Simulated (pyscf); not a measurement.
Structures and frequencies: ωB97X-D3(BJ)/def2-SVP in PySCF.

### Question
HCl (SMILES Cl) + H₂N–B(Cl)–Cl (SMILES NB(Cl)Cl) → Cl–B(Cl)–Cl (SMILES ClB(Cl)Cl) + NH₃ (SMILES N)
Surface: singlet. Broken: Cl–H, B–N. Formed: B–Cl, H–N. Give ΔE‡ and ΔE from ωB97M-D3(BJ)/def2-TZVP, relative to the separated reactants.

### Answer
ΔE‡ = 0.78 eV, ΔE = +0.55 eV. Zero-point energy shifts the barrier by +0.01 eV. It is a four-centre exchange, with an imaginary mode of 1126i cm⁻¹. On the product side the descent ends in an adduct with a B–N contact, 1.14 eV under the separated species and 1.39 eV under the saddle at ωB97X-D3(BJ)/def2-TZVP. What is counted as broken (B–N) persists as a longer contact in the product adduct; parting that adduct is a step of its own. This is the saddle that the search found; another between the same sides may lie lower.
